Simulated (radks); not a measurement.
# P²⁺ in [Ne] 3s1.5 3p1 4s0.5: an all-electron calculation

Wanted: eigenvalues, radial structure and energy terms of the phosphorus ion P2+.

Program: radks (a radial shooting solver on a logarithmic mesh, Libxc functionals) version 1. Level of theory: scalar-relativistic Kohn-Sham, LDA (Slater exchange, Perdew-Wang correlation), spin-unpolarised, spherical densities, finite nucleus. These are calculated values, not measurements, unless marked.

### Step 1. What is computed

| Property | Result |
| --- | --- |
| element | phosphorus (Z = 15) |
| charge | +2 |
| electrons | 13 |
| configuration | [Ne] 3s1.5 3p1 4s0.5 |
| nuclear rms radius | 3.1889 fm |

### Step 2. The run

Settings of this run:

```text
Z 15
configuration [Ne] 3s1.5 3p1 4s0.5
relativity scalar-relativistic
functional lda,pw
spin unpolarised
nucleus finite rms 3.1889 fm
c 137.035999084
```

**Question.** What will this run give?

The runs gave:

```
                        quantity                value
                    total energy   -339.28575 hartree
exchange-correlation share of it               6.22 %
                            −T/E               1.0024
          highest occupied level       4s, -12.336 eV
    most extended occupied level  4s, <r> = 4.13 bohr
 radius at density 0.001 e/bohr³            4.02 bohr
    maxima of the radial density                    2
```

**Reading.** The radial density shows 2 maxima for 4 occupied principal shells; where shells overlap, one shows as a shoulder or not at all. Relativity lifts −T/E to 1.002. This is not the tabulated ground configuration, so its levels and sizes aren't those of the ground state, and no measured value stands beside it.
